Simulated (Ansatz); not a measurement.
System (SMILES): C#C (C2H2).
Atoms: C1, C2, H3, H4. Bonds: C1-C2, C1-H4, C2-H3.

Basis-set convergence of the optimised C1-H4 bond length at PBE with Ansatz (a first-principles code). All functions are spherical. No added dispersion term, no relativity. Reference: the value in def2-QZVPPD, 1.0701 Å. Deviations are taken from unrounded values.

```csv
basis,functions,optimised C1-H4 bond length (Å),minus reference (Å)
cc-pVDZ,38,1.0794,0.0092
aug-cc-pVDZ,64,1.0783,0.0081
cc-pVTZ,88,1.0702,0.0001
jun-cc-pV(T+d)Z,106,1.0704,0.0003
aug-cc-pVTZ,138,1.0703,0.0002
cc-pVQZ,170,1.0700,-0.0002
```

The smallest set listed that lies within 0.003 Å of the reference with all its larger relatives (same family, alike in diffuse functions; a set with none counts only in the reference's own line) is cc-pVTZ (88 functions, 0.0001 Å off).
